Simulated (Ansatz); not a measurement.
Reaction (isomerisation): `CC1(C)C=C1F` → `FC1C=CCC1`

Calculated with Ansatz (gas phase, PBE0-D4/def2-TZVP geometries, no zero-point term in ΔE). CCSD(T)/CBS adds triple-zeta CCSD(T) − MP2 to the extrapolated MP2 energy (def2 sets, frozen cores). DFT in def2-TZVPP. B3LYP here is the variant with VWN-RPA as its local correlation; programs differ in this.

`CC1(C)C=C1F`:

Z-matrix (Å, degrees):
```
C
C 1 1.514
H 1 1.094 2 111.1
H 1 1.091 2 111.2 3 -120.6
H 1 1.094 2 110.6 3 118.9
C 2 1.514 1 113.3 3 -59.7
C 2 1.553 1 119.1 3 152.6
C 2 1.464 1 120.6 3 94.1
H 6 1.091 2 111.2 1 -179.7
H 6 1.094 2 110.6 1 -59.3
H 6 1.094 2 111.1 1 59.6
H 7 1.076 2 144.7 1 72.9
F 8 1.312 2 143.9 1 -76.0
```

`FC1C=CCC1`:

Z-matrix (Å, degrees):
```
C
C 1 1.495
C 1 1.526 2 104.0
F 1 1.402 2 109.3 3 118.3
H 1 1.093 2 114.3 3 -123.9
C 2 1.328 1 111.2 3 -11.9
H 2 1.083 1 122.6 3 171.8
C 3 1.535 1 106.0 2 16.9
H 3 1.092 1 109.0 2 -101.4
H 3 1.091 1 110.4 2 140.7
H 6 1.084 2 124.7 1 -176.8
H 8 1.094 3 112.2 1 -136.9
H 8 1.096 3 112.7 1 103.1
```

(1) Is it downhill or uphill in electronic energy at CCSD(T)/CBS, and by how much? (Estimate.)

(2) What do these levels give: r2SCAN-D4, B3LYP-D4, ωB97X-V, ωB97M-V, PBE, r2SCAN, HF/def2-TZVPP, CCSD/def2-TZVPP, MP2/def2-QZVPP, SCS-MP2/def2-QZVPP, HF/CBS(def2), MP2/CBS(def2)? (Best estimate.)

Largest T1 diagnostic among the species: 0.011.

## Answers

(1) The calculation gave: Downhill: ΔE = -2.32 eV.

(2) Ansatz gave: r2SCAN-D4 -2.22, B3LYP-D4 -2.25, ωB97X-V -2.29, ωB97M-V -2.28, PBE -2.10, r2SCAN -2.22, HF/def2-TZVPP -2.48, CCSD/def2-TZVPP -2.35, MP2/def2-QZVPP -2.25, SCS-MP2/def2-QZVPP -2.28, HF/CBS(def2) -2.48, MP2/CBS(def2) -2.26 eV.

In def2-TZVPP, CCSD(T) changes the Hartree–Fock value by +0.18 eV (the triples alone add +0.04 eV) and MP2 by +0.24 eV. From PBE to PBE0 (25 % exact exchange), in def2-TZVPP and without D4, ΔE moves by −0.13 eV.
